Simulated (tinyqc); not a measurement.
Worked calculation: CIS on RHF in the sto-3g basis, for H2O, spin multiplicity 1. One step of it, computed by the program tinyqc.

Question. CIS triplet states. Diagonalise A (1 hartree = 27.211386 eV); each vector has its largest component positive (the first on a tie).

CIS matrix A, triplet (hartree):
```
           1>6        1>7        2>6        2>7        3>6        3>7        4>6        4>7
1>6  20.108377  -0.011377   0.006898   0.000797  -0.003111  -0.010100  -0.022042   0.003397
1>7  -0.011377  20.221273   0.000797   0.010209  -0.010100   0.004511   0.003397  -0.004608
2>6   0.006898   0.000797   1.385755   0.006207  -0.035498  -0.101047  -0.062827   0.012524
2>7   0.000797   0.010209   0.006207   1.573677  -0.101047   0.040374   0.012524   0.008979
3>6  -0.003111  -0.010100  -0.035498  -0.101047   0.788523  -0.013935  -0.013691  -0.032832
3>7  -0.010100   0.004511  -0.101047   0.040374  -0.013935   0.956604  -0.032832   0.014223
4>6  -0.022042   0.003397  -0.062827   0.012524  -0.013691  -0.032832   0.585159  -0.014484
4>7   0.003397  -0.004608   0.012524   0.008979  -0.032832   0.014223  -0.014484   0.717625
5>6   0.000000   0.000000   0.000000   0.000000   0.000000   0.000000   0.000000   0.000000
5>7   0.000000   0.000000   0.000000   0.000000   0.000000   0.000000   0.000000   0.000000

           5>6        5>7
1>6   0.000000   0.000000
1>7   0.000000   0.000000
2>6   0.000000   0.000000
2>7   0.000000   0.000000
3>6   0.000000   0.000000
3>7   0.000000   0.000000
4>6   0.000000   0.000000
4>7   0.000000   0.000000
5>6   0.492891  -0.005612
5>7  -0.005612   0.655791
```

Give: triplet excitation energies; lowest vectors.

Answer.

triplet excitation energies (eV): 13.4070  15.5828  17.8502  19.1964  21.3804  25.5842  38.4663  43.2567  547.1468  550.2802

lowest vectors:
```
     state 1  state 2  state 3  state 4  state 5  state 6
1>6   0.0000   0.0011   0.0000  -0.0003   0.0002   0.0003
1>7   0.0000  -0.0001   0.0000   0.0004   0.0003  -0.0002
2>6   0.0000   0.0919   0.0000  -0.0182   0.0713   0.1917
2>7   0.0000  -0.0085   0.0000   0.0384   0.1158  -0.0764
3>6   0.0000   0.0958   0.0000   0.3712   0.9090  -0.0906
3>7   0.0000   0.1086   0.0000  -0.0609   0.1070   0.9618
4>6   0.0000   0.9799   0.0000  -0.1225  -0.0677  -0.1258
4>7   0.0000   0.1015   0.0000   0.9174  -0.3732   0.0907
5>6   0.9994   0.0000  -0.0344   0.0000   0.0000   0.0000
5>7   0.0344   0.0000   0.9994   0.0000   0.0000   0.0000
```
